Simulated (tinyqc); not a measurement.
Inside a calculation. Method: MP2 on RHF in the sto-6g basis, for H2O, spin multiplicity 1. Computed by tinyqc, a small Python program that keeps every step (integrals from PySCF). Settings: charge = 0, multiplicity = 1, basis = sto-6g, method = RHF, energy threshold = 1e-10, iteration cap = 53, orthogonalisation = symmetric, start = atomic densities, DIIS depth = 6. Command: `OMP_NUM_THREADS=1 python tinyqc.py 28181 28182 out.jsonl` (the two numbers bound the seeds that draw the settings). One thread of a shared host (Intel(R) Xeon(R) Processor @ 2.60GHz), about 0.2 s of CPU time with the checks. The early iterations of the SCF are left out here.

## One-electron integrals

Geometry (angstrom):
```
atom         x          y         z
O     0.000000   0.000000  0.000000
H     0.000000   0.783000  0.719000
H     0.000000  -0.783000  0.719000
```

Basis sto-6g: exponents (1/bohr^2) and contraction coefficients of normalised primitives:
```
element  l (shell)     exponent  coefficient
O            s (1)  1355.584234     0.009164
O            s (1)   248.544885     0.049361
O            s (1)    69.533902     0.168538
O            s (1)    23.886772     0.370563
O            s (1)     9.275933     0.416492
O            s (1)     3.820341     0.130334
O            s (2)    52.187762    -0.013253
O            s (2)    10.329320    -0.046992
O            s (2)     3.210345    -0.033785
O            s (2)     1.235135     0.250242
O            s (2)     0.536420     0.595117
O            s (2)     0.245881     0.240706
O            p (3)    52.187762     0.003760
O            p (3)    10.329320     0.037679
O            p (3)     3.210345     0.173897
O            p (3)     1.235135     0.418036
O            p (3)     0.536420     0.425860
O            p (3)     0.245881     0.101708
H            s (1)    35.523221     0.009164
H            s (1)     6.513144     0.049361
H            s (1)     1.822143     0.168538
H            s (1)     0.625955     0.370563
H            s (1)     0.243077     0.416492
H            s (1)     0.100112     0.130334
```

Overlap, kinetic and nuclear-attraction integrals over the contracted functions; the nuclear repulsion is the sum of Za Zb / Rab.

nuclear repulsion = 8.30266900 hartree

overlap S, lower triangle:
```
           1O 1s     1O 2s    1O 2px     1O 2py    1O 2pz     2H 1s     3H 1s
1O 1s   1.000000
1O 2s   0.231145  1.000000
1O 2px  0.000000  0.000000  1.000000
1O 2py  0.000000  0.000000  0.000000   1.000000
1O 2pz  0.000000  0.000000  0.000000   0.000000  1.000000
2H 1s   0.043459  0.410233  0.000000   0.260829  0.239509  1.000000
3H 1s   0.043459  0.410233  0.000000  -0.260829  0.239509  0.233426  1.000000
```

kinetic energy T (hartree), lower triangle:
```
            1O 1s     1O 2s    1O 2px     1O 2py    1O 2pz     2H 1s     3H 1s
1O 1s   29.327197
1O 2s   -0.896024  0.842618
1O 2px   0.000000  0.000000  2.531309
1O 2py   0.000000  0.000000  0.000000   2.531309
1O 2pz   0.000000  0.000000  0.000000   0.000000  2.531309
2H 1s   -0.005279  0.082667  0.000000   0.153214  0.140691  0.768522
3H 1s   -0.005279  0.082667  0.000000  -0.153214  0.140691  0.003583  0.768522
```

nuclear attraction V (hartree), lower triangle:
```
             1O 1s      1O 2s     1O 2px      1O 2py      1O 2pz      2H 1s      3H 1s
1O 1s   -62.253909
1O 2s    -6.381408  -9.988974
1O 2px    0.000000   0.000000  -9.923027
1O 2py    0.000000   0.000000   0.000000  -10.029697
1O 2pz   -0.018013  -0.206653   0.000000    0.000000  -10.012972
2H 1s    -1.372522  -3.197785   0.000000   -1.800010   -1.717878  -5.463469
3H 1s    -1.372522  -3.197785   0.000000    1.800010   -1.717878  -1.380220  -5.463469
```

core Hamiltonian H = T + V (hartree), lower triangle:
```
             1O 1s      1O 2s     1O 2px     1O 2py     1O 2pz      2H 1s      3H 1s
1O 1s   -32.926712
1O 2s    -7.277432  -9.146355
1O 2px    0.000000   0.000000  -7.391718
1O 2py    0.000000   0.000000   0.000000  -7.498388
1O 2pz   -0.018013  -0.206653   0.000000   0.000000  -7.481663
2H 1s    -1.377801  -3.115119   0.000000  -1.646796  -1.577187  -4.694947
3H 1s    -1.377801  -3.115119   0.000000   1.646796  -1.577187  -1.376637  -4.694947
```

## Two-electron integrals

Functions are numbered as in S; the eight-fold symmetry (ij|kl) = (ji|kl) = (kl|ij) leaves the list below.

Two-electron integrals (ij|kl) in chemists' order, unique and non-zero (hartree):
```
(11|11) 4.787491    (21|11) 0.675884    (21|21) 0.121505    (22|11) 1.117379
(22|21) 0.249212    (22|22) 0.817383    (31|31) 0.025762    (32|31) 0.039145
(32|32) 0.180664    (33|11) 1.117381    (33|21) 0.249212    (33|22) 0.817382
(33|33) 0.880663    (41|41) 0.025762    (42|41) 0.039145    (42|42) 0.180664
(43|43) 0.047461    (44|11) 1.117381    (44|21) 0.249212    (44|22) 0.817382
(44|33) 0.785741    (44|44) 0.880663    (51|51) 0.025762    (52|51) 0.039145
(52|52) 0.180664    (53|53) 0.047461    (54|54) 0.047461    (55|11) 1.117381
(55|21) 0.249212    (55|22) 0.817382    (55|33) 0.785741    (55|44) 0.785741
(55|55) 0.880663    (61|11) 0.135412    (61|21) 0.023337    (61|22) 0.046834
(61|33) 0.046734    (61|41) 0.000842    (61|42) 0.001647    (61|44) 0.046897
(61|51) 0.000773    (61|52) 0.001512    (61|54) 0.000150    (61|55) 0.046871
(61|61) 0.004569    (62|11) 0.335408    (62|21) 0.075884    (62|22) 0.276358
(62|33) 0.271724    (62|41) 0.004483    (62|42) 0.033363    (62|44) 0.279266
(62|51) 0.004116    (62|52) 0.030636    (62|54) 0.006925    (62|55) 0.278083
(62|61) 0.014660    (62|62) 0.117240    (63|31) 0.008348    (63|32) 0.047269
(63|43) 0.006851    (63|53) 0.006291    (63|63) 0.016393    (64|11) 0.180583
(64|21) 0.041429    (64|22) 0.160911    (64|33) 0.153710    (64|41) 0.010479
(64|42) 0.065514    (64|44) 0.171698    (64|51) 0.001956    (64|52) 0.016754
(64|54) 0.010228    (64|55) 0.157325    (64|61) 0.008361    (64|62) 0.082990
(64|64) 0.074475    (65|11) 0.165823    (65|21) 0.038042    (65|22) 0.147759
(65|33) 0.141146    (65|41) 0.001956    (65|42) 0.016754    (65|44) 0.145083
(65|51) 0.010144    (65|52) 0.062654    (65|54) 0.010466    (65|55) 0.157047
(65|61) 0.007678    (65|62) 0.076207    (65|64) 0.053334    (65|65) 0.065368
(66|11) 0.485420    (66|21) 0.111869    (66|22) 0.466595    (66|33) 0.448160
(66|41) 0.008407    (66|42) 0.086054    (66|44) 0.478163    (66|51) 0.007720
(66|52) 0.079020    (66|54) 0.027551    (66|55) 0.473459    (66|61) 0.021823
(66|62) 0.253273    (66|64) 0.204555    (66|65) 0.187835    (66|66) 0.774999
(71|11) 0.135412    (71|21) 0.023337    (71|22) 0.046834    (71|33) 0.046734
(71|41) -0.000842   (71|42) -0.001647   (71|44) 0.046897    (71|51) 0.000773
(71|52) 0.001512    (71|54) -0.000150   (71|55) 0.046871    (71|61) 0.004509
(71|62) 0.014225    (71|64) 0.007397    (71|65) 0.007452    (71|66) 0.020948
(71|71) 0.004569    (72|11) 0.335408    (72|21) 0.075884    (72|22) 0.276358
(72|33) 0.271724    (72|41) -0.004483   (72|42) -0.033363   (72|44) 0.279266
(72|51) 0.004116    (72|52) 0.030636    (72|54) -0.006925   (72|55) 0.278083
(72|61) 0.014225    (72|62) 0.096316    (72|64) 0.046912    (72|65) 0.061000
(72|66) 0.171656    (72|71) 0.014660    (72|72) 0.117240    (73|31) 0.008348
(73|32) 0.047269    (73|43) -0.006851   (73|53) 0.006291    (73|63) 0.013085
(73|73) 0.016393    (74|11) -0.180583   (74|21) -0.041429   (74|22) -0.160911
(74|33) -0.153710   (74|41) 0.010479    (74|42) 0.065514    (74|44) -0.171698
(74|51) -0.001956   (74|52) -0.016754   (74|54) 0.010228    (74|55) -0.157325
(74|61) -0.007397   (74|62) -0.046912   (74|64) -0.010232   (74|65) -0.029058
(74|66) -0.074296   (74|71) -0.008361   (74|72) -0.082990   (74|74) 0.074475
(75|11) 0.165823    (75|21) 0.038042    (75|22) 0.147759    (75|33) 0.141146
(75|41) -0.001956   (75|42) -0.016754   (75|44) 0.145083    (75|51) 0.010144
(75|52) 0.062654    (75|54) -0.010466   (75|55) 0.157047    (75|61) 0.007452
(75|62) 0.061000    (75|64) 0.029058    (75|65) 0.051090    (75|66) 0.119101
(75|71) 0.007678    (75|72) 0.076207    (75|74) -0.053334   (75|75) 0.065368
(76|11) 0.135182    (76|21) 0.030941    (76|22) 0.123111    (76|33) 0.120002
(76|44) 0.122025    (76|51) 0.002571    (76|52) 0.023097    (76|55) 0.127304
(76|61) 0.005930    (76|62) 0.053276    (76|64) 0.032517    (76|65) 0.038931
(76|66) 0.122620    (76|71) 0.005930    (76|72) 0.053276    (76|74) -0.032517
(76|75) 0.038931    (76|76) 0.030429    (77|11) 0.485420    (77|21) 0.111869
(77|22) 0.466595    (77|33) 0.448160    (77|41) -0.008407   (77|42) -0.086054
(77|44) 0.478163    (77|51) 0.007720    (77|52) 0.079020    (77|54) -0.027551
(77|55) 0.473459    (77|61) 0.020948    (77|62) 0.171656    (77|64) 0.074296
(77|65) 0.119101    (77|66) 0.332564    (77|71) 0.021823    (77|72) 0.253273
(77|74) -0.204555   (77|75) 0.187835    (77|76) 0.122620    (77|77) 0.774999
```

## Orthogonalisation

S = U s U^T; symmetric (Loewdin) form X = U s^(-1/2) U^T, so that X^T S X = 1.

eigenvalues of S: 0.411278  0.496396  0.881000  1.000000  1.104590  1.270179  1.836558

X, lower triangle:
```
            1O 1s      1O 2s    1O 2px     1O 2py     1O 2pz      2H 1s     3H 1s
1O 1s    1.022448
1O 2s   -0.133900   1.174419
1O 2px   0.000000   0.000000  1.000000
1O 2py   0.000000   0.000000  0.000000   1.073066
1O 2pz  -0.008146   0.087863  0.000000   0.000000   1.050275
2H 1s    0.017757  -0.236520  0.000000  -0.179343  -0.135794   1.150256
3H 1s    0.017757  -0.236520  0.000000   0.179343  -0.135794  -0.083311  1.150256
```

## Iteration 8 (converged): orbitals

converged F (hartree), lower triangle:
```
             1O 1s      1O 2s     1O 2px     1O 2py     1O 2pz      2H 1s      3H 1s
1O 1s   -20.525629
1O 2s    -4.965532  -2.321532
1O 2px    0.000000   0.000000  -0.399168
1O 2py    0.000000   0.000000   0.000000  -0.259261
1O 2pz   -0.026091  -0.094197   0.000000   0.000000  -0.303758
2H 1s    -0.941613  -0.850496   0.000000  -0.348676  -0.364360  -0.463607
3H 1s    -0.941613  -0.850496   0.000000   0.348676  -0.364360  -0.322921  -0.463607
```

Diagonalise F' = X^T F X, C = X C', fill 5 alpha and 5 beta electrons from the bottom; D = 2 C_occ C_occ^T. Each column has its largest component positive (the first on a tie).

F' = X^T F X (hartree), lower triangle:
```
            1          2          3          4          5          6          7
1  -20.199880
2   -2.501921  -1.261481
3    0.000000   0.000000  -0.399168
4    0.000000   0.000000   0.000000  -0.039175
5   -0.047768   0.110668   0.000000   0.000000  -0.148905
6   -0.141291  -0.424568   0.000000  -0.402953  -0.328186  -0.015790
7   -0.141291  -0.424568   0.000000   0.402953  -0.328186  -0.093584  -0.015790
```

orbital energies (hartree): MO1 -20.528625, MO2 -1.238302, MO3 -0.553546, MO4 -0.467100, MO5 -0.399168, MO6 0.514388, MO7 0.592165

coefficients C:
```
              MO1        MO2        MO3        MO4       MO5        MO6        MO7
1O 1s    0.996816  -0.225499   0.000000   0.093477  0.000000  -0.103908   0.000000
1O 2s    0.014567   0.874467   0.000000  -0.513689  0.000000   0.698578   0.000000
1O 2px   0.000000   0.000000   0.000000   0.000000  1.000000   0.000000   0.000000
1O 2py   0.000000   0.000000   0.626623   0.000000  0.000000   0.000000   0.907272
1O 2pz   0.002698   0.102652   0.000000   0.727490  0.000000   0.779717   0.000000
2H 1s   -0.002987   0.143446   0.451320   0.326314  0.000000  -0.718899  -0.767670
3H 1s   -0.002987   0.143446  -0.451320   0.326314  0.000000  -0.718899   0.767670
```

D after iteration 8, lower triangle:
```
            1O 1s      1O 2s    1O 2px     1O 2py    1O 2pz      2H 1s     3H 1s
1O 1s    2.106461
1O 2s   -0.461379   2.057563
1O 2px   0.000000   0.000000  2.000000
1O 2py   0.000000   0.000000  0.000000   0.785312
1O 2pz   0.095092  -0.567797  0.000000   0.000000  1.079571
2H 1s   -0.009643  -0.084457  0.000000   0.565615  0.504213   0.661512
3H 1s   -0.009643  -0.084457  0.000000  -0.565615  0.504213  -0.153248  0.661512
```

## Convergence

Stop when the energy changes by less than 1e-10 hartree and every element of the error matrix X^T (F D S - S D F) X is below 3e-06.

Course of the cycle:
```
iteration   E (hartree)     change  largest element of the error matrix
1          -75.97597426          -                             1.07e+00
2          -75.62239612   3.54e-01                             1.99e-01
3          -75.66868382  -4.63e-02                             2.53e-02
4          -75.66969393  -1.01e-03                             4.44e-03
5          -75.66972579  -3.19e-05                             3.12e-04
6          -75.66972619  -4.03e-07                             7.95e-05
7          -75.66972622  -2.48e-08                             2.80e-07
8          -75.66972622  -1.71e-13                             3.38e-10
```

PySCF RHF in the same basis = -75.66972622 hartree

Converged in 8 iterations.

## Integrals over molecular orbitals

(pq|rs) = sum C_ip C_jq C_kr C_ls (ij|kl), one index at a time.

one-electron integrals over orbitals h = C^T H C (hartree), lower triangle:
```
            1          2          3          4          5          6          7
1  -32.913940
2    0.572716  -7.640992
3    0.000000   0.000000  -6.159004
4   -0.231620   0.532134   0.000000  -6.680000
5    0.000000   0.000000   0.000000   0.000000  -7.391718
6    0.267722  -1.283483   0.000000  -1.274347   0.000000  -5.426708
7    0.000000   0.000000  -1.727885   0.000000   0.000000   0.000000  -5.495438
```

Two-electron integrals over orbitals (pq|rs), unique and non-zero (hartree):
```
(11|11) 4.763086    (21|11) -0.434784   (21|21) 0.064123    (22|11) 1.028789
(22|21) -0.015476   (22|22) 0.728223    (31|31) 0.011514    (32|31) 0.017486
(32|32) 0.133914    (33|11) 0.785603    (33|21) -0.004471   (33|22) 0.630807
(33|33) 0.611236    (41|11) 0.184683    (41|21) -0.025050   (41|22) 0.014214
(41|33) 0.005732    (41|41) 0.026570    (42|11) -0.156063   (42|21) 0.009335
(42|22) -0.017015   (42|33) 0.002875    (42|41) 0.016952    (42|42) 0.128647
(43|31) -0.003344   (43|32) 0.023232    (43|43) 0.054513    (44|11) 0.944063
(44|21) -0.011676   (44|22) 0.661506    (44|33) 0.578447    (44|41) -0.009054
(44|42) -0.094882   (44|44) 0.713632    (51|51) 0.026666    (52|51) 0.032842
(52|52) 0.148746    (53|53) 0.027733    (54|51) -0.012902   (54|52) -0.046920
(54|54) 0.050833    (55|11) 1.117096    (55|21) -0.011441   (55|22) 0.753846
(55|33) 0.616091    (55|41) 0.004594    (55|42) -0.081300   (55|44) 0.695899
(55|55) 0.880663    (61|11) -0.212694   (61|21) 0.033790    (61|22) -0.001297
(61|33) 0.000931    (61|41) 0.001118    (61|42) 0.021549    (61|44) -0.017060
(61|55) -0.005142   (61|61) 0.030057    (62|11) 0.286169    (62|21) -0.006632
(62|22) 0.138328    (62|33) 0.074435    (62|41) 0.019027    (62|42) 0.027667
(62|44) 0.065549    (62|55) 0.146630    (62|61) 0.010227    (62|62) 0.099283
(63|31) 0.003244    (63|32) -0.031156   (63|43) -0.033012   (63|63) 0.067488
(64|11) 0.259511    (64|21) -0.002863   (64|22) 0.118086    (64|33) 0.050042
(64|41) -0.000116   (64|42) -0.054165   (64|44) 0.131194    (64|55) 0.143848
(64|61) -0.002339   (64|62) 0.057897    (64|64) 0.095275    (65|51) 0.013395
(65|52) 0.051943    (65|54) 0.004050    (65|65) 0.035521    (66|11) 0.814372
(66|21) -0.007788   (66|22) 0.611129    (66|33) 0.562777    (66|41) 0.018808
(66|42) 0.047655    (66|44) 0.554692    (66|55) 0.591391    (66|61) 0.009320
(66|62) 0.100107    (66|64) 0.052414    (66|66) 0.598527    (71|31) 0.014966
(71|32) 0.021566    (71|43) -0.004470   (71|63) 0.003795    (71|71) 0.019483
(72|31) 0.014522    (72|32) 0.049298    (72|43) -0.034398   (72|63) 0.032354
(72|71) 0.018082    (72|72) 0.064991    (73|11) 0.366530    (73|21) -0.006888
(73|22) 0.153364    (73|33) 0.090368    (73|41) -0.000626   (73|42) -0.083399
(73|44) 0.140181    (73|55) 0.197315    (73|61) -0.006092   (73|62) 0.069930
(73|64) 0.099827    (73|66) 0.044038    (73|73) 0.160932    (74|31) -0.009039
(74|32) -0.076462   (74|43) -0.010709   (74|63) 0.050353    (74|71) -0.011595
(74|72) -0.015349   (74|74) 0.073383    (75|53) 0.023710    (75|75) 0.023881
(76|31) 0.007851    (76|32) 0.086152    (76|43) 0.058120    (76|63) -0.059506
(76|71) 0.009742    (76|72) -0.008588   (76|74) -0.061789   (76|76) 0.110779
(77|11) 0.829267    (77|21) -0.008129   (77|22) 0.608783    (77|33) 0.591427
(77|41) 0.003931    (77|42) -0.012868   (77|44) 0.580332    (77|55) 0.605328
(77|61) -0.003231   (77|62) 0.062220    (77|64) 0.043857    (77|66) 0.560086
(77|73) 0.083847    (77|77) 0.597787
```

## Second-order Moller-Plesset energy

Hartree-Fock energy = -75.66972622 hartree

E2 = sum_ijab (ia|jb) [2 (ia|jb) - (ib|ja)] / (e_i + e_j - e_a - e_b) over occupied i, j and virtual a, b; the opposite-spin part is (ia|jb)^2 / denominator, the rest is same-spin, and SCS-MP2 scales them by 6/5 and 1/3.

Terms:
```
i  j  a  b    (ia|jb)    (ib|ja)  denominator       term
3  3  7  7   0.160932   0.160932    -2.291421  -0.011303
3  4  7  6   0.099827   0.050353    -2.127199  -0.007006
4  3  6  7   0.099827   0.050353    -2.127199  -0.007006
4  4  6  6   0.095275   0.095275    -1.962977  -0.004624
2  2  6  6   0.099283   0.099283    -3.505379  -0.002812
2  3  6  7   0.069930   0.032354    -2.898400  -0.002594
3  2  7  6   0.069930   0.032354    -2.898400  -0.002594
4  4  7  7   0.073383   0.073383    -2.118530  -0.002542
3  3  6  6   0.067488   0.067488    -2.135867  -0.002132
4  2  6  6   0.057897   0.057897    -2.734178  -0.001226
2  4  6  6   0.057897   0.057897    -2.734178  -0.001226
2  2  7  7   0.064991   0.064991    -3.660933  -0.001154
5  5  6  6   0.035521   0.035521    -1.827113  -0.000691
5  5  7  7   0.023881   0.023881    -1.982666  -0.000288
2  4  7  7  -0.015349  -0.015349    -2.889732  -0.000082
4  2  7  7  -0.015349  -0.015349    -2.889732  -0.000082
2  3  7  6   0.032354   0.069930    -2.898400   0.000058
3  2  6  7   0.032354   0.069930    -2.898400   0.000058
1  1  6  6   0.030057   0.030057   -42.086026  -0.000021
4  3  7  6   0.050353   0.099827    -2.127199  -0.000021
3  4  6  7   0.050353   0.099827    -2.127199  -0.000021
1  2  7  7   0.018082   0.018082   -22.951256  -0.000014
2  1  7  7   0.018082   0.018082   -22.951256  -0.000014
1  1  7  7   0.019483   0.019483   -42.241579  -0.000009
1  4  7  7  -0.011595  -0.011595   -22.180055  -0.000006
4  1  7  7  -0.011595  -0.011595   -22.180055  -0.000006
2  1  6  6   0.010227   0.010227   -22.795702  -4.59e-06
1  2  6  6   0.010227   0.010227   -22.795702  -4.59e-06
3  1  7  6  -0.006092   0.003795   -22.188723  -4.39e-06
1  3  6  7  -0.006092   0.003795   -22.188723  -4.39e-06
3  1  6  7   0.003795  -0.006092   -22.188723  -2.34e-06
1  3  7  6   0.003795  -0.006092   -22.188723  -2.34e-06
4  1  6  6  -0.002339  -0.002339   -22.024501  -2.48e-07
1  4  6  6  -0.002339  -0.002339   -22.024501  -2.48e-07
```

Pair energies (hartree; pair i-j sums ij and ji):
```
pair  opposite spin  same spin
1-1       -0.000030   0.000000
2-1       -0.000038   0.000000
2-2       -0.003966   0.000000
3-1       -4.64e-06  -0.000009
3-2       -0.004097  -0.000974
3-3       -0.013435   0.000000
4-1       -0.000013   0.000000
4-2       -0.002615   0.000000
4-3       -0.011753  -0.002301
4-4       -0.007166   0.000000
5-5       -0.000978   0.000000
```

MP2 correlation energy = -0.04738006 hartree

SCS-MP2 correlation energy = -0.05400959 hartree

MP2 total energy = -75.71710628 hartree
